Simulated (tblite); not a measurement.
# ClO3S: the cost of one run

Programs: tblite 0.8.0 and PySCF 2.14.0. All values are calculated, for the isolated system unless a continuum is named. Atoms count from 0, parts from 1.

## 1. The system as given

5 atoms, charge -1, multiplicity 1; geometry: rigid parts in contact. Parts: 1 = atoms 0–3, `O=S(=O)=O`, charge 0; 2 = atom 4, `[Cl-]`, charge -1.

## 2. Docking the parts with GFN2-xTB

The job: settings as JSON, then the geometry in Å.

```
{"job": {"kind": "dock", "xc": "GFN2-xTB", "basis": "xTB"}, "charge": -1, "multiplicity": 1, "parts": [{"atoms": "0-3", "charge": 0, "multiplicity": 1}, {"atoms": "4-4", "charge": -1, "multiplicity": 1}]}
O     -0.748080    -1.204529    -0.002891
S     -0.000047    -0.000003     0.000005
O     -0.668884     1.250158    -0.013560
O      1.417010    -0.045626     0.016446
Cl    -1.838673    -0.767000     2.085299
```

Method: GFN2-xTB search for minima from random contacts, gas phase.

Started as:

```bash
$ OMP_NUM_THREADS=1 python cluster_run.py task.json out
```

This one command runs all jobs of the session in turn.

**Question.** How long does this first job take on 1 thread of Arm Neoverse N1, shared host?

About 1.1 s.
